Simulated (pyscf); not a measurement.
7 gas-phase steps of one pattern: hydrogen abstraction on the doublet surface, H–H broken and Ge–H or H–Si formed. Optimised with ωB97X-D3(BJ)/def2-SVP in PySCF. Electronic energies in kcal/mol, from the separated reactants; ΔE‡ at ωB97M-D3(BJ)/def2-TZVP, beside the barrier at r²SCAN/def2-TZVP on the same structures. Rows were drawn at random from the steps of this pattern with a verified saddle, stable references and no exit in the data more than 5 kcal/mol lower.

```tsv
row	step	ΔE‡(r²SCAN)	ΔE‡
1	H₂N–Si•(F)–Cl (SMILES N[Si](F)Cl) + H₂ (SMILES [H][H]) → H₂N–SiH(F)–Cl (SMILES N[SiH](F)Cl) + H• (SMILES [H])	13.0	13.8
2	HO–SiH₂• (SMILES O[SiH2]) + H₂ (SMILES [H][H]) -> HO–SiH₃ (SMILES O[SiH3]) + H• (SMILES [H])	13.8	15.3
3	F–SiH₂–NH–SiH₂• (SMILES F[SiH2]N[SiH2]) + H₂ (SMILES [H][H]) → F–SiH₂–NH–SiH₃ (SMILES F[SiH2]N[SiH3]) + H• (SMILES [H])	14.7	16.1
4	[H₂C=SiH]• (SMILES C=[SiH]) + H₂ (SMILES [H][H]) → H₂C=SiH₂ (SMILES C=[SiH2]) + H• (SMILES [H])	15.3	?
5	•H₂Si–SH (SMILES [SiH2]S) + H₂ (SMILES [H][H]) → H₃Si–SH (SMILES [SiH3]S) + H• (SMILES [H])	16.4	17.7
6	•H₂Si–SiH₃ (SMILES [SiH2][SiH3]) + H₂ (SMILES [H][H]) -> H₃Si–SiH₃ (SMILES [SiH3][SiH3]) + H• (SMILES [H])	17.1	18.7
7	H₃C–GeH•–Cl (SMILES [CH3][GeH][Cl]) + H₂ (SMILES [H][H]) → H₃C–GeH₂–Cl (SMILES [CH3][GeH2][Cl]) + H• (SMILES [H])	20.1	23.7
```

Problem. Fit ΔE‡ = a + b·ΔE‡(r²SCAN) to the other rows and predict row 4.

Solution. Over the 6 complete rows the means are +15.8 (ΔE‡(r²SCAN)) and 17.6 (ΔE‡); least squares gives b = 1.33 and a = -3.5 kcal/mol, with residuals of 0.4 kcal/mol (root mean square; largest 0.6, row 5). For row 4: -3.5 + 1.33 × (+15.3) = 16.8 kcal/mol. The computed barrier is 16.9 kcal/mol, 0.1 over the line. The line follows the complete rows closely. Each barrier is that of the saddle found. Elements up to Kr have no core potential and no relativistic terms here.
